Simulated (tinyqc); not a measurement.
Inside a calculation. Method: UHF in the sto-6g basis, for LiH+, spin multiplicity 2. One step of it, computed by the program tinyqc.

Problem. Orthogonalisation. S = U s U^T; symmetric (Loewdin) form X = U s^(-1/2) U^T, so that X^T S X = 1.

overlap S:
```
           1Li 1s    1Li 2s   1Li 2px   1Li 2py   1Li 2pz     2H 1s
1Li 1s   1.000000  0.235742  0.000000  0.000000  0.000000  0.033880
1Li 2s   0.235742  1.000000  0.000000  0.000000  0.000000  0.319056
1Li 2px  0.000000  0.000000  1.000000  0.000000  0.000000  0.000000
1Li 2py  0.000000  0.000000  0.000000  1.000000  0.000000  0.000000
1Li 2pz  0.000000  0.000000  0.000000  0.000000  1.000000  0.438890
2H 1s    0.033880  0.319056  0.000000  0.000000  0.438890  1.000000
```

Give: eigenvalues of S; X.

Solution.

eigenvalues of S: 0.4458  0.8070  1.0000  1.0000  1.1750  1.5721

X:
```
          1Li 1s   1Li 2s  1Li 2px  1Li 2py  1Li 2pz    2H 1s
1Li 1s    1.0223  -0.1271   0.0000   0.0000  -0.0067   0.0160
1Li 2s   -0.1271   1.0730   0.0000   0.0000   0.0690  -0.2018
1Li 2px   0.0000   0.0000   1.0000   0.0000   0.0000   0.0000
1Li 2py   0.0000   0.0000   0.0000   1.0000   0.0000   0.0000
1Li 2pz  -0.0067   0.0690   0.0000   0.0000   1.0930  -0.2727
2H 1s     0.0160  -0.2018   0.0000   0.0000  -0.2727   1.1426
```
